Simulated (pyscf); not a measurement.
Structures and frequencies: ωB97X-D3(BJ)/def2-SVP in PySCF.

Q: For the elementary gas-phase step Li–CH₃ + hydrogen (H₂) → LiH + methane (CH₄) (singlet surface; C–Li, H–H broken, H–Li, C–H formed), what barrier and reaction energy does ωB97M-D3(BJ)/def2-TZVP give, measured from the separated reactants?

A: ΔE‡ = 9.8 kcal/mol, ΔE = -13.2 kcal/mol. Zero-point energy shifts the barrier by +2.4 kcal/mol. It is a four-centre exchange, with an imaginary mode of 1008i cm⁻¹. On the product side the descent ends in an adduct with a C–Li contact, 6.0 kcal/mol under the separated species and 28.2 kcal/mol under the saddle at ωB97X-D3(BJ)/def2-TZVP. What is counted as broken (C–Li) persists as a longer contact in the product adduct; parting that adduct is a step of its own. At the saddle there is also a short H–Li contact that neither side keeps. One saddle was located; it need not be the lowest between these sides.
